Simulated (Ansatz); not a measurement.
A made-up structure of CH$_{3}$BSi, singlet:

B1  (1.302, -1.676, 1.128)
C2  (0.242, -1.261, 0.349)
Si3  (-0.236, 0.413, -0.220)
H4  (2.035, -2.006, 1.950)
H5  (0.760, 1.055, -1.115)
H6  (-0.599, 1.345, 0.877)
(Å)

It is relaxed with PBE-D4/def2-SVP and then PBE0-D4/def2-TZVP (Ansatz 0.2.0). Atoms count as bonded within 1.22 times the sum of their covalent radii (H–H: 0.88 Å). The end point is not checked to be a true minimum.

Problem. Does its bonding change? (A judgement: the text doesn't fix the answer.)

Solution. By the calculation: No: no bond forms or breaks.

Where it ends: The first stage lowers the energy by 1.04 eV in 9 steps. It ends as CH₃BSi ([BH][C][SiH2]):
```
atom    x (Å)    y (Å)    z (Å)
  B1   1.3880  -1.7715   1.3106
  C2   0.7852  -0.7276   0.7029
 Si3   0.0519   0.5793  -0.0441
  H4   1.9130  -2.6788   1.8398
  H5   0.4117   1.0891  -1.3888
  H6  -1.0467   1.3785   0.5490
```

Labels in which every atom is bracketed show which atoms are joined, not bond orders.

For scale, one of the runs: PBE0-D4/def2-TZVP relaxation, 117 basis functions, launched by `ansatz run in.yaml --threads 2 --pin off --events-out ev --progress --plain --max-ram 4352MiB`. Hardware: 2 CPU threads of an Arm Neoverse V2, shared host. Wall time about 9 s.
